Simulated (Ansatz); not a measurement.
Reaction (isomerisation): `CC(C)=C(C)C` → `C/C=C\CCC`

Calculated with Ansatz (gas phase, PBE0-D4/def2-TZVP geometries, no zero-point term in ΔE). CCSD(T)/CBS adds triple-zeta CCSD(T) − MP2 to the extrapolated MP2 energy (def2 sets, frozen cores). DFT in def2-TZVPP. HSE06 is defined as in plane-wave codes. Each species was taken in one conformer, which may not be the lowest.

```
             level  ΔE (kJ/mol)
       LDA (SPW92)         11.7
           ωB97X-V          0.2
              BLYP         -2.3
            r2SCAN          2.9
             HSE06          0.4
           LC-ωPBE          1.2
  CCSD(T)/def2-SVP          0.8
SCS-MP2/def2-TZVPP         -1.9
```

**Question.** What does CCSD(T)/CBS give? (Best estimate.)

**Answer.** Ansatz gave: -1.2 kJ/mol. The listed levels differ from it by 12.9, 1.4, -1.1, 4.1, 1.6, 2.4, 2.0, -0.7 kJ/mol.

Largest T1 diagnostic among the species: 0.009.

In def2-TZVPP, CCSD(T) changes the Hartree–Fock value by +15.7 kJ/mol (the triples alone add +2.8 kJ/mol) and MP2 by +19.1 kJ/mol. From BLYP to BHLYP (50 % exact exchange), in def2-TZVPP and without D4, ΔE moves by −3.9 kJ/mol. The D4 term adds +3.3 kJ/mol with B3LYP and +1.5 kJ/mol with PBE0; it sums over pairs of atoms, weighted by their polarisabilities, and B3LYP, whose exchange is more repulsive, gets the larger term.

B3LYP here is the variant with VWN-RPA as its local correlation; programs differ in this.
